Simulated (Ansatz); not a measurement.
Relaxed structures of C2H4Si, closed shell (PBE0-D4/def2-TZVP; forces vanish, vibrations not checked; lower isomers may exist, and structures with a doubtful reference or unclear bonds are left out; Å). Ansatz 0.2.0; basis: def2-TZVPP; cores frozen in the correlated methods.

**Question.** Rank them by CCSD(T) energy, lowest first, and give each one's height above the lowest. Links in brackets join atoms within 1.22 times the sum of their covalent radii (1.1 for two metals). (Judge from chemistry; the value comes from the calculation.)
A.
C₂H₄Si (C=[Si]=C)
```
7
angstrom
C -1.4745 -1.5907 -0.6311
Si -0.2614 -0.4801 -0.2598
C 0.9520 0.6305 0.1105
H -2.4658 -1.4994 -0.2067
H 1.0952 1.5226 -0.4853
H -1.2883 -2.4196 -1.3015
H 1.6144 0.4761 0.9523
```
B.
C₂H₄Si (C#C[SiH3])
```
7
angstrom
C -1.5315 -1.0940 -0.3548
Si 0.8987 0.6299 0.1903
C -0.5645 -0.4074 -0.1370
H -2.3865 -1.7010 -0.5474
H 1.0684 1.6015 -0.9175
H 0.7075 1.3588 1.4678
H 2.1007 -0.2340 0.2843
```
C.
C₂H₄Si ([CH2]C=[SiH])
```
7
angstrom
C -0.4564 -0.5096 0.0737
Si -1.3099 0.6829 1.2386
C 0.5726 -0.0335 -0.6400
H -0.7307 -1.5546 -0.0580
H 0.8858 1.0047 -0.5434
H -2.3186 -0.3234 1.7950
H 1.1423 -0.6413 -1.3399
```

**Answer.** By the calculation: B (0.0 kJ/mol), C (63.9 kJ/mol), A (148.1 kJ/mol). Heights count from the lowest.

No T1 diagnostic of these runs exceeds 0.017. The restricted Hartree–Fock reference is unstable towards an unrestricted one at one or more of these structures.

For scale, one of the runs: CCSD(T)/def2-TZVPP, 160 basis functions, launched by `ansatz run in.yaml --threads 2 --pin off --events-out ev --progress --plain --max-ram 4352MiB`. Time: 13 s of wall clock on 2 CPU threads of an Intel Xeon Platinum 8223CL; the host was shared. Peak host memory: 1.1 GiB.
